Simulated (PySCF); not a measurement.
# Phosphorus: a sound run and one with changed settings

Sound run: P [Ne] 3s2 3p3, P⁺ [Ne] 3s2 3p2. Computed with PySCF 2.14 in 6-31G* (4s3p1d, 18 functions), with no relativity, point nucleus. In the sound run the correlated levels freeze [Ne]. The sound run starts from symmetry-adapted Hartree-Fock orbitals and uses a fine grid where one is needed.

Changed run: initial guess 1e, at most 50 SCF cycles.

```json
{"species": "P", "method": "UHF", "sound run (hartree)": "-340.68901", "changed run (hartree)": "-340.68901", "converged": "yes"}
{"species": "P", "method": "PBE", "sound run (hartree)": "-341.07724", "changed run (hartree)": "-341.07724", "converged": "yes"}
{"species": "P", "method": "CCSD(T)", "sound run (hartree)": "-340.76189", "changed run (hartree)": "-340.76189", "converged": "yes"}
{"species": "P⁺", "method": "TPSS", "sound run (hartree)": "-340.87422", "changed run (hartree)": "-340.87422", "converged": "yes"}
{"species": "P⁺", "method": "MP2", "sound run (hartree)": "-340.37069", "changed run (hartree)": "-340.37069", "converged": "yes"}
```

Here the plain start reaches the same solutions.
